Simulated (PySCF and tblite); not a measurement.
The numbers below are computed, except where a source is named.
C4H10O, numbered as in [CH3:1][CH2:2][CH2:3][O:4][CH3:5].

Level: PBE0-D3(BJ)/def2-TZVP//GFN2-xTB, thermal terms from GFN2-xTB, symmetry numbers and mirror pairs counted. Conformers within 4 kcal/mol (GFN2-xTB free energy) were kept, 7 at most. GIAO shieldings: PBE0/pcSseg-1. Shifts are against TMS (¹H), TMS (¹³C) at the same level. (PySCF 2.14, tblite 0.8.)

Task: List the conformer-averaged shifts at 298.15 K.

Result: ¹H: 3.51 (H5, 3H), 3.34 (H3, 2H), 1.57 (H2, 2H), 1.00 (H1, 3H) ppm. ¹³C: 78.9 (C3), 61.2 (C5), 27.5 (C2), 13.1 (C1) ppm.

Task: How do the conformers differ?

Result: Torsions listed: C1–C2–C3–O4, C2–C3–O4–C5. Of a mirror pair one member is shown.
| conformer | shape | weight % |
| --- | --- | --- |
| 1 | 66°, -179° | 60.1 |
| 2 | 180°, 180° | 29.2 |
| 3 | -60°, -73° | 6.1 |
| 4 | 173°, 72° | 4.6 |
| 5 | -101°, 70° | 0.1 |

| signal | 1 | 2 | 3 | 4 | 5 | average |
| --- | --- | --- | --- | --- | --- | --- |
| H1 | 1.06 | 0.91 | 1.02 | 0.86 | 1.12 | 1.00 |
| H2 | 1.54 | 1.67 | 1.45 | 1.59 | 1.65 | 1.57 |
| H3 | 3.34 | 3.25 | 3.63 | 3.53 | 3.67 | 3.34 |
| H5 | 3.53 | 3.52 | 3.39 | 3.47 | 3.51 | 3.51 |
| C1 | 14.0 | 11.7 | 12.1 | 11.4 | 19.0 | 13.1 |
| C2 | 28.2 | 27.8 | 22.7 | 23.9 | 28.2 | 27.5 |
| C3 | 78.3 | 80.4 | 76.5 | 79.0 | 77.8 | 78.9 |
| C5 | 61.5 | 61.5 | 57.5 | 59.2 | 60.6 | 61.2 |

Task: Which signal moves most, for its nucleus, between 200 and 400 K through the change of populations alone?

Result: C2: 27.9 ppm at 200 K, 27.7 ppm at 250 K, 27.5 ppm at 298.15 K, 27.4 ppm at 350 K, 27.2 ppm at 400 K.

Shifts are unscaled: against experiment ¹³C can be off by 15 ppm or more and ¹H by 0.8 ppm.
